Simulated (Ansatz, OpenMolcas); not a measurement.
A ladder of methods for HBS (hydrogen boron sulfide)

The species is HBS (3 atoms), meant as a singlet with charge 0. SMILES: `B=S`. Geometry: relaxed at GFN2-xTB.

```xyz
3

B    -0.0410   -0.0161    0.1425
S     0.3953    0.1465   -1.3797
H    -0.3543   -0.1304    1.2371
```

Each level gives the vertical energy of the triplet above the singlet (eV). The values are calculated.

| level | kind | program | value (eV) | less FCI/STO-3G |
| --- | --- | --- | --- | --- |
| BHLYP/STO-3G | global hybrid | Ansatz | 4.98 | -0.26 |
| M06-2X/STO-3G | hybrid meta-GGA | OpenMolcas | 5.45 | +0.21 |
| wB97X/STO-3G | range-separated hybrid | Ansatz | 5.25 | +0.01 |
| B2PLYP/STO-3G | double hybrid | Ansatz | 5.52 | +0.28 |
| RPA@PBE/STO-3G | RPA | Ansatz | 5.70 | +0.46 |
| CASSCF(2,2)/STO-3G | multireference | OpenMolcas | 4.66 | -0.58 |
| CCSDTQ/STO-3G | coupled cluster or CI | Ansatz | 5.24 | 0.00 |
| FCI/STO-3G | exact in the basis | Ansatz | 5.24 | 0.00 |

FCI/STO-3G is exact within its basis and frozen core, so for wave-function methods in that basis the difference is their error; functionals converge differently with the basis, so for them it is only a difference. The values span 4.66 to 5.70 eV. All rows use very small basis sets, so none should be taken for the real molecule's value. The upper state's dipole differs much between rows, so they may not all be the same state.
